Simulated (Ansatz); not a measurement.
## FO: a scan of the bond length, step by step

Computed with Ansatz 0.2.0, Python API.

Notebook, run cell by cell (the value of a cell's last expression is shown):

In [1]:
```python
import ansatz as az
import numpy as np
```

In [2]:
```python
GEOMETRY = '''
O     0.00000    0.00000    0.00000
F     0.00000    0.00000    1.21500
'''
```

In [3]:
```python
system = az.Crystal.molecule()
for line in GEOMETRY.strip().splitlines():
    symbol, *xyz = line.split()
    system = system.atom(symbol, [float(v) for v in xyz])
```

In [4]:
```python
symbols = [site.symbol for site in system.cartesian_sites]
start = np.array([site.position_ang for site in system.cartesian_sites])
axis = (start[1] - start[0]) / np.linalg.norm(start[1] - start[0])
moving = [1]
lengths, energies = [1.03, 1.12, 1.22, 1.34, 1.52, 1.82, 2.19, 2.67], []
for length in lengths:
    xyz = start.copy()
    xyz[moving] += (length - np.linalg.norm(start[1] - start[0])) * axis
    point = az.Crystal.molecule()
    for symbol, xyz in zip(symbols, xyz):
        point = point.atom(symbol, xyz.tolist())
    calc = point.calculation()
    calc = calc.basis(gaussian='def2-SVP')
    calc = calc.functional('r2scan', dispersion='d3bj')
    calc = calc.spin('collinear', total=1)
    summary = calc.run(threads=1, backend='cpu').report
    energies.append(summary['free_energy_ev'])
    print(f'r = {length:6.3f} A  E = {energies[-1]:.5f} eV  <S^2> = {abs(summary["mean_field"]["state"]["spin_squared"]):.3f}')
```
```text
DeckWarning: the engine holds no damping parameters fitted to this dispersion correction and functional, so the run takes those fitted to r2scan beside the three-body term, which d3bj leaves out (hamiltonian.dispersion, under Limitations)
r =  1.030 A  E = -4748.38385 eV  <S^2> = 0.752
r =  1.120 A  E = -4750.96278 eV  <S^2> = 0.753
r =  1.220 A  E = -4752.24982 eV  <S^2> = 0.753
r =  1.340 A  E = -4752.65249 eV  <S^2> = 0.753
r =  1.520 A  E = -4752.21868 eV  <S^2> = 0.755
r =  1.820 A  E = -4750.97096 eV  <S^2> = 1.241
r =  2.190 A  E = -4750.40992 eV  <S^2> = 1.658
r =  2.670 A  E = -4750.21177 eV  <S^2> = 1.754
```

In [5]:
```python
print('energy above the lowest point (eV):', [round(e - min(energies), 3) for e in energies])
```
```text
energy above the lowest point (eV): [4.269, 1.69, 0.403, 0.0, 0.434, 1.682, 2.243, 2.441]
```

The lowest point is at 1.340 Å. At the shortest distance (1.03 Å) the energy is 4.27 eV higher, at the longest (2.67 Å) 2.44 eV.

Caveats:
- Total energies depend on the basis set; only differences at equal settings carry meaning.
- Warnings are shown shortened and without file and line.
- The basis set is modest, and single-reference methods fail as a bond breaks.
- The species is open-shell (spin multiplicity 2).
- The expectation value of S² is noticeably off S(S+1) in at least one run, so that state is spin-contaminated.
- The spin state was assumed, and another may lie lower.
- A dispersion term here runs with damping parameters fitted for another variant or functional.
- Wall time of the script: 26 s on 1 thread of Arm Neoverse V2, with other jobs on the host, peak memory 0.17 GiB.

(Lines on the test bed's own set-up are left out of the output.)
